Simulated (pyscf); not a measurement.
H₃Si–NH–SiH₃ + H₂ → H₂N–SiH₃ + SiH₄ (four-centre exchange; singlet surface; N–Si, H–H broken, H–N, H–Si formed). Optimised with ωB97X-D3(BJ)/def2-SVP in PySCF. Rate constants from transition-state theory, ωB97M-D3(BJ)/def2-TZVP energies (ideal gas, 1 atm, RRHO with modes under 100 cm⁻¹ raised to 100, one conformer, R ln 2 for chiral ones without a mode under 150 cm⁻¹; no tunnelling), k in cm³ molecule⁻¹ s⁻¹.

```json
[
 {"T (K)": "298", "1000/T": "3.354", "log10 k": "-50.53"},
 {"T (K)": "600", "1000/T": "1.667", "log10 k": "-31.25"},
 {"T (K)": "900", "1000/T": "1.111", "log10 k": "?"},
 {"T (K)": "1200", "1000/T": "0.833", "log10 k": "-21.55"}
]
```

Task: Fit an Arrhenius line to the three values, give the activation energy, and predict k at 900 K.

Result: Least squares gives log10 k = -12.03 − 11.49 × 1000/T, so Ea = 11.49 × ln 10 × 1.987 = 52.6 kcal/mol, against an electronic barrier of 50.5. At 900 K the line gives -24.80; the computed value is -24.83 (ΔG‡ = 79.1 kcal/mol), close to the line. At the saddle there is also a short H–Si contact that neither side keeps. This is the saddle that the search found; another between the same sides may lie lower.
